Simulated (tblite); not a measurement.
Compound: C₅H₃S (doublet state).
Atom-mapped SMILES: `[H]/[C:1]=[C:2]1/[CH:3]=[CH:4][C:5]1=[S:6]` (hydrogens: H7 on C1; H8 on C3; H9 on C4)
Bond orders are those of one Lewis drawing.

Computed with GFN2-xTB (tblite), gas phase: L-BFGS steps from a force-field or distance-geometry start until the largest atomic force falls under 0.01 eV/Å.

The end geometry, which sets the zero of energy:
```
atom  x, y, z in Å
C1      1.9910    0.1780   -0.0258
C2      0.7454   -0.0577   -0.0425
C3     -0.2151   -1.1592    0.0191
C4     -1.3264   -0.3840   -0.1054
C5     -0.5979    0.8488   -0.0959
S6     -0.8542    2.3971    0.2212
H7      2.7007    0.9650   -0.0537
H8     -0.0505   -2.2005    0.2219
H9     -2.3794   -0.5814   -0.1641
```

Question: These geometries come from the run, each turned onto the end geometry. Order them by energy, lowest first.
A.
```
atom  x, y, z in Å
C1      1.9028    0.3323    0.0121
C2      0.6240    0.1277   -0.0065
C3     -0.1688   -1.0806   -0.0051
C4     -1.3422   -0.3717   -0.0215
C5     -0.6078    0.8634    0.0058
S6     -1.0403    2.4234    0.0007
H7      2.9439    0.5248    0.0175
H8      0.0821   -2.1293   -0.0077
H9     -2.3800   -0.6839   -0.0206
```
B.
```
atom  x, y, z in Å
C1      1.9233    0.3390    0.0114
C2      0.6816    0.0991   -0.0006
C3     -0.1916   -1.1003   -0.0088
C4     -1.3464   -0.3905   -0.0162
C5     -0.6656    0.8852   -0.0002
S6     -1.0418    2.4464    0.0019
H7      2.9526    0.5349    0.0174
H8      0.0802   -2.1356   -0.0086
H9     -2.3787   -0.6720   -0.0215
```
C.
```
atom  x, y, z in Å
C1      2.0072    0.1428    0.0103
C2      0.7444   -0.0248   -0.0051
C3     -0.2003   -1.1542   -0.0101
C4     -1.3114   -0.3792   -0.0159
C5     -0.5899    0.8683   -0.0150
S6     -0.9671    2.4248    0.0035
H7      2.7375    0.9107    0.0148
H8     -0.0430   -2.2177    0.0088
H9     -2.3638   -0.5647   -0.0166
```
D.
```
atom  x, y, z in Å
C1      1.9871    0.1791   -0.0147
C2      0.7425   -0.0580   -0.0656
C3     -0.2150   -1.1626   -0.0023
C4     -1.3269   -0.3841   -0.0893
C5     -0.5964    0.8489   -0.1040
S6     -0.8534    2.4050    0.1748
H7      2.7007    0.9641   -0.0073
H8     -0.0436   -2.2069    0.1810
H9     -2.3815   -0.5794   -0.0978
```
E.
```
atom  x, y, z in Å
C1      1.9930    0.1667    0.0031
C2      0.7405   -0.0562   -0.0335
C3     -0.2138   -1.1683    0.0037
C4     -1.3195   -0.3829   -0.0412
C5     -0.5790    0.8533   -0.0652
S6     -0.8519    2.4261    0.0728
H7      2.6735    0.9804    0.0124
H8     -0.0578   -2.2280    0.0691
H9     -2.3714   -0.5851   -0.0463
```

Answer: D (0.002 eV), E (0.011 eV), C (0.031 eV), B (0.172 eV), A (0.425 eV).

In the order of the answer:

| step | E above end (eV) | largest force (eV/Å) | rms force component (eV/Å) | rms distance from end (Å) | rms bond change (Å) | bond most changed (Å) |
| --- | --- | --- | --- | --- | --- | --- |
| 47 | 0.002 | 0.06 | 0.021 | 0.037 | 0.001 | C2–C5 -0.004 |
| 37 | 0.011 | 0.13 | 0.049 | 0.090 | 0.007 | C2–C5 -0.019 |
| 17 | 0.031 | 0.20 | 0.077 | 0.133 | 0.008 | C2–C5 -0.016 |
| 4 | 0.172 | 0.26 | 0.089 | 0.243 | 0.023 | C2–C5 -0.062 |
| 0 | 0.425 | 4.41 | 1.142 | 0.249 | 0.064 | C2–C5 -0.187 |

The cost below is that of the whole relaxation. Hardware: an Arm Neoverse N1 with one thread, shared host with 64 logical CPUs at a one-minute load of 61. Cost: 0.47 s wall.
